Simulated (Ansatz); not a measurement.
# H8OSi2: the cost of one run

Method: RHF/def2-SVP, in Ansatz 0.2.0.

### Step 1. Starting point

Bond lengths: Si1–H3 1.460 Å, Si1–H4 1.459 Å, Si1–Si5 2.218 Å, Si5–H6 1.460 Å, Si5–H7 1.460 Å, Si5–H8 1.460 Å, Si1–O9 1.980 Å, O9–H10 1.010 Å. Angles: H3–Si1–H4 109.5°, H3–Si1–Si5 109.5°, H3–Si1–O9 75.8°, H4–Si1–Si5 109.5°, H4–Si1–O9 173.4°, Si5–Si1–O9 64.4°, Si1–Si5–H6 109.5°, Si1–Si5–H7 109.5°, Si1–Si5–H8 109.5°, H6–Si5–H7 109.4°, H6–Si5–H8 109.4°, H7–Si5–H8 109.4°, Si1–O9–H10 109.5°.

As a file:

```xyz
11

Si    0.0000    0.0000    0.0000
H     0.0000    0.0000    1.8100
H     1.3768    0.0000   -0.4862
H    -0.6877    1.1914   -0.4862
Si   -1.0456   -1.8115   -0.7393
H    -1.7029   -2.4846    0.3772
H    -2.0454   -1.4265   -1.7311
H    -0.0777   -2.7173   -1.3511
O     0.7368   -1.7285    0.6243
H     0.1020   -2.4744    0.3777
H     0.3766   -0.8836    1.7351
```

### Step 2. Pulling towards end A

Springs on the bonds that form and break draw the guess towards this end; the thresholds are loose.

The input, input.yaml:

```yaml
crystal:
  periodic: [false, false, false]
  atoms:
    - { symbol: Si, position_ang: [0.0, 0.0, 0.0] }
    - { symbol: H, position_ang: [0.0, 0.0, 1.81] }
    - { symbol: H, position_ang: [1.3768, 0.0, -0.4862] }
    - { symbol: H, position_ang: [-0.6877, 1.1914, -0.4862] }
    - { symbol: Si, position_ang: [-1.0456, -1.8115, -0.7393] }
    - { symbol: H, position_ang: [-1.7029, -2.4846, 0.3772] }
    - { symbol: H, position_ang: [-2.0454, -1.4265, -1.7311] }
    - { symbol: H, position_ang: [-0.0777, -2.7173, -1.3511] }
    - { symbol: O, position_ang: [0.7368, -1.7285, 0.6243] }
    - { symbol: H, position_ang: [0.102, -2.4744, 0.3777] }
    - { symbol: H, position_ang: [0.3766, -0.8836, 1.7351] }
basis:
  gaussian: { orbitals: def2-SVP }
hamiltonian:
  xc: hf
relax:
  f_tol: 0.15
  max_steps: 25
  restrain:
    - { distance: [0, 8], at: 2.88, k: 30.0 }
    - { distance: [10, 1], at: 1.86, k: 30.0 }
    - { distance: [0, 1], at: 1.46, k: 30.0 }
    - { distance: [10, 8], at: 1.01, k: 30.0 }
output:
  orbitals: {}
```

Command:

```sh
> ansatz run input.yaml --threads 1 --pin off --max-ram 2048MiB --backend cpu --events-out ev --progress --plain --runs-dir out
```

**Question.** How long does this run take on 1 thread of Arm Neoverse V1, shared host, and how much memory does it need?

About 19 s, with a peak of 0.16 GiB.
